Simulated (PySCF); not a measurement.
Estimate the missing entries of this data sheet.

Compound: C2H6S2.
Cartesian coordinates in Å at the GFN2-xTB level; atoms count from 1:
```xyz
10
C2H6S2 angstrom
C      1.883   -0.044   -0.241
S      0.852    0.201    1.246
S     -0.729    1.236    0.516
C     -1.894   -0.096    0.063
H      2.786   -0.541    0.097
H      2.122    0.922   -0.673
H      1.357   -0.668   -0.956
H     -1.470   -0.698   -0.735
H     -2.099   -0.703    0.939
H     -2.798    0.394   -0.278
```

```json
{"property": "point group of the GFN2-xTB geometry", "level": "GFN2-xTB", "value": "?"}
{"property": "rotational constants A, B, C of the GFN2-xTB geometry", "level": "GFN2-xTB", "value": "?"}
{"property": "dipole moment", "level": "PBE0/pcSseg-1", "value": "?"}
{"property": "HOMO energy", "level": "PBE0/pcSseg-1", "value": "?"}
{"property": "LUMO energy", "level": "PBE0/pcSseg-1", "value": "?"}
{"property": "13C chemical shifts (computed TMS as zero) by class", "level": "GIAO PBE0/pcSseg-1", "value": "?"}
{"property": "1H chemical shifts (computed TMS as zero) by class", "level": "GIAO PBE0/pcSseg-1", "value": "?"}
{"property": "isotropic shieldings of nuclei other than C and H, by class", "level": "GIAO PBE0/pcSseg-1", "value": "479 (S2/S3) ppm"}
```

Gas-phase values; electronic properties from PySCF, density fitting. The structure is a single GFN2-xTB conformer in the gas phase; no vibrational or solvent corrections. NMR classes are plain means over equivalent atoms (diastereotopic ones count apart unless rotation or inversion swaps them), as if these changed places fast; in this geometry the members of some classes differ.

(1) The rotational constants A, B, C of the GFN2-xTB geometry?

(2) What is the HOMO energy?

(3) Give the point group of the GFN2-xTB geometry.

(4) What is the dipole moment?

(5) The 1H chemical shifts (computed TMS as zero) by class?

(6) Give the 13C chemical shifts (computed TMS as zero) by class.

(7) The LUMO energy?

Answers

(1) 8.303, 2.751, 2.581 GHz.

(2) -6.86 eV.

(3) C2.

(4) 2.16 D.

(5) 2.17 (H5/H6/H7/H8/H9/H10) ppm.

(6) 26.9 (C1/C4) ppm.

(7) -0.11 eV.

With B = h/(8π²I), that is 505.379 GHz u Å² over I, the principal moments of inertia are 60.9, 183.7 and 195.8 u Å² (most abundant isotopes). The rotational constants make it an asymmetric top with κ = (2B − A − C)/(A − C) = -0.94, nearer the prolate limit (−1). A dipole of 2.16 D is allowed in C2, and pure rotational transitions are dipole-allowed. The dipole matches unit charges of opposite sign 0.45 Å apart (1 e·Å = 4.8032 D).
